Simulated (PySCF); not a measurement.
Some computed properties have been withheld. Give your best values.

Compound: AlO (doublet state).
Geometry (PBE0-D3(BJ)/def2-SVP, Å), atoms numbered from 1 in this order:
```xyz
2
AlO angstrom
O      0.8189   -0.0058   -0.0057
Al    -0.8134    0.0083   -0.0226
```

| property | level | value |
| --- | --- | --- |
| point group | PBE0-D3(BJ)/def2-SVP | ? |
| rotational constant B (linear) | PBE0-D3(BJ)/def2-SVP | ? |
| dipole moment | PBE0-D3(BJ)/def2-SVP | ? |
| isotropic g value | unrestricted B3LYP/IGLO-III, mean-field spin–orbit | ? |
| spin squared ⟨S²⟩ | unrestricted B3LYP/IGLO-III | 0.759 |
| largest isotropic hyperfine couplings (means over sets of like nuclei) | unrestricted B3LYP/IGLO-III, mean-field spin–orbit | ? |

Electronic properties: PySCF, gas phase, density fitting. The unpaired spin is shared among atoms: the largest Mulliken spin population is 0.59.

**Question.** Give the rotational constant B (linear).

**Answer.** 18.885 GHz.

**Question.** The point group?

**Answer.** C∞v.

**Question.** What is the dipole moment?

**Answer.** 3.73 D.

**Question.** Give the largest isotropic hyperfine couplings (means over sets of like nuclei).

**Answer.** 27Al +519.2 (Al2), 17O +6.5 (O1) MHz.

**Question.** Give the isotropic g value.

**Answer.** 2.00273.

At 9.50 GHz, hν = g·μB·B₀ (B₀ the magnetic field) puts the centre of the isotropic spectrum, to first order, at 338.9 mT. B corresponds to 0.6299 cm⁻¹ (most abundant isotopes). In atomic units the dipole is 1.47 e·bohr (1 au = 2.5417 D). A dipole of 3.73 D is allowed in C∞v, and pure rotational transitions are dipole-allowed. ⟨S²⟩ is 0.009 above the pure-spin value S(S + 1) = 0.75.
